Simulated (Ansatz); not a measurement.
Two isomers of C2H3NS: A = `CSC#N`, B = `NC1=CS1`.

Calculated with Ansatz (gas phase, PBE0-D4/def2-TZVP geometries, no zero-point term in ΔE). CBS: MP2 limit from def2 TZ/QZ plus the TZ coupled-cluster correction, frozen cores. DFT in def2-TZVPP. One conformer a species, not always the lowest.

Q: Which isomer does CCSD(T)/CBS put lower? Give the gap. (Best estimate.)

A: The calculation gave: A, by 44.7 kcal/mol.

Q: Give E(B) − E(A) in kcal/mol with r2SCAN-D4, MP2/def2-TZVPP, PBE0-D4, CCSD/def2-TZVPP, ωB97M-V, CCSD(T)/def2-SVP, BLYP-D4. (Best estimate.)

A: The calculation gave: r2SCAN-D4 42.1, MP2/def2-TZVPP 46.9, PBE0-D4 39.2, CCSD/def2-TZVPP 48.3, ωB97M-V 43.2, CCSD(T)/def2-SVP 50.2, BLYP-D4 44.7. None reverses the order clearly.

Q: Does the order hold for the free energy at 298.15 K (harmonic terms from PBE0-D4)? (An estimate is asked.)

A: Ansatz gave: Yes: G(B) − G(A) = +45.0 kcal/mol, for one conformer each.

Largest T1 diagnostic: 0.013.

From r2SCAN to r2SCAN0 (25 % exact exchange), in def2-TZVPP and without D4, E(B) − E(A) moves by −1.1 kcal/mol. At CCSD(T), def2-SVP lies +5.5 kcal/mol from the extrapolated value and def2-TZVPP +3.0 kcal/mol.
